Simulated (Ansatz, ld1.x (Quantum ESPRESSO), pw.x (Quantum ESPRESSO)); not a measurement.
# pw.x on fcc Ca: one setting changed

Potential: PAW, ld1.x (Quantum ESPRESSO) 7.5, LDA (PW92); core [Ne], reference 3s2 3p6 3d0 4s1.75 4p0; waves: 3s (bound): rcut 1.50, rcutus 1.90 bohr; 4s (bound): rcut 1.50, rcutus 1.90 bohr; 3p (bound): rcut 1.75, rcutus 1.80 bohr; 4p (bound, empty): rcut 1.75, rcutus 1.80 bohr; 3d (bound, empty): rcut 2.00, rcutus 2.55 bohr; 3d channel at 1.1 Ry: rcut 2.00, rcutus 2.55 bohr; local part: all-electron potential smoothed inside 1.90 bohr (lloc = -1); core correction: Bessel-smoothed model core inside 1.85 bohr; augmentation: BESSEL, radius 1.50 bohr.

The reference run (k-mesh 11³, cutoffs 55/440 Ry, Fermi–Dirac 0.01 Ry, mixing_beta 0.4, conv_thr 1e-9, no spin) gives -0.07 GPa at 38.187 Å³/atom, where all-electron LAPW gives -0.01 GPa. This run, with its own iteration cap, changes k-mesh points per axis to 2.

```
&control
  calculation='scf', prefix='x', pseudo_dir='./', outdir='./tmp', tstress=.true., disk_io='none'
/
&system
  ibrav=0, nat=1, ntyp=1, ecutwfc=55, ecutrho=440, nbnd=12,
  occupations='smearing', smearing='fd', degauss=0.01
/
&electrons
  conv_thr=1e-09, mixing_beta=0.4, electron_maxstep=60
/
ATOMIC_SPECIES
Ca 1.0 Ca.UPF
CELL_PARAMETERS angstrom
  0.00000000 2.67277160 2.67277160
  2.67277160 0.00000000 2.67277160
  2.67277160 2.67277160 0.00000000
ATOMIC_POSITIONS crystal
Ca 0.0000 0.0000 0.0000
K_POINTS automatic
2 2 2 0 0 0
```

```bash
pw.x < Ca.scf.in > Ca.scf.out
```

Problem. How does the run end?

Solution. It converges in 19 iterations; the free energy moves by +179.0 meV/atom and the pressure by -4.48 GPa.

```
Message from routine setup:
     using ibrav=0 with symmetry is DISCOURAGED, use correct ibrav instead
     lattice parameter (alat)  =       7.1429  a.u.
     unit-cell volume          =     257.6986 (a.u.)^3
     number of electrons       =        10.00
     number of Kohn-Sham states=           12
     kinetic-energy cutoff     =      55.0000  Ry
     charge density cutoff     =     440.0000  Ry
     scf convergence threshold =      1.0E-09
     Exchange-correlation= SLA  PW   NOGX NOGC
     number of k points=     3  Fermi-Dirac smearing, width (Ry)=  0.0100
     iteration #  1     ecut=    55.00 Ry     beta= 0.40
     total energy              =    -130.17256865 Ry
     estimated scf accuracy    <       0.01993329 Ry
     iteration #  2     ecut=    55.00 Ry     beta= 0.40
     total energy              =    -130.17637187 Ry
     estimated scf accuracy    <       0.00098507 Ry
     iteration #  3     ecut=    55.00 Ry     beta= 0.40
     total energy              =    -130.17788174 Ry
     estimated scf accuracy    <       0.00073823 Ry
     [... 13 iterations left out ...]
     iteration # 17     ecut=    55.00 Ry     beta= 0.40
     total energy              =    -130.17883403 Ry
     estimated scf accuracy    <          3.1E-09 Ry
     iteration # 18     ecut=    55.00 Ry     beta= 0.40
     total energy              =    -130.17883403 Ry
     estimated scf accuracy    <          1.4E-09 Ry
     iteration # 19     ecut=    55.00 Ry     beta= 0.40
     the Fermi energy is     5.1860 ev
!    total energy              =    -130.17883403 Ry
     estimated scf accuracy    <          4.6E-11 Ry
     smearing contrib. (-TS)   =      -0.00680230 Ry
     The total energy is F=E-TS. E is the sum of the following terms:
     one-electron contribution =     -35.31603273 Ry
     hartree contribution      =      20.11392267 Ry
     xc contribution           =     -10.07973426 Ry
     ewald contribution        =     -45.38742713 Ry
     one-center paw contrib.   =     -59.50276027 Ry
     convergence has been achieved in  19 iterations
          total   stress  (Ry/bohr**3)                   (kbar)     P=      -45.53
     Message from routine punch:
     Nothing written, as per user request (disk_io='none')
```

The run took about 10 s on one core of a shared host (Neoverse-V1, 32 threads, 247 GiB, load 57).
